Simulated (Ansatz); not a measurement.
This Ansatz (an electronic-structure program) input (PBE/3-21G) gives -175.96075 Eh with 31 basis functions. A basis named .json is the Basis Set Exchange file of that set (core-valence sets with the plain set on hydrogen).

Ansatz 0.2 input:
```yaml
crystal:
  periodic: [false, false, false]
  atoms:
    - {symbol: C, position_ang: [0.03001831, 0.38890657, 0.00079542]}
    - {symbol: C, position_ang: [1.23978496, -0.08731897, -0.00655119]}
    - {symbol: F, position_ang: [-1.07186953, -0.39122524, 0.00452518]}
    - {symbol: H, position_ang: [-0.22543144, 1.44614772, 0.00468087]}
    - {symbol: H, position_ang: [2.25343763, 0.26535385, -0.01087281]}
basis:
  gaussian:
    orbitals: 3-21G.json
hamiltonian:
  xc: {name: PBE}
magnetization: {spin_polarized: true, initial_magnetization: 1}
```

Change:
```diff
- orbitals: 3-21G.json
+ orbitals: def2-QZVP.json
```

Q: What does the run give now?

A: -177.02378 Eh (PBE/def2-QZVP, 231 functions), a change of -1063.03 mEh.
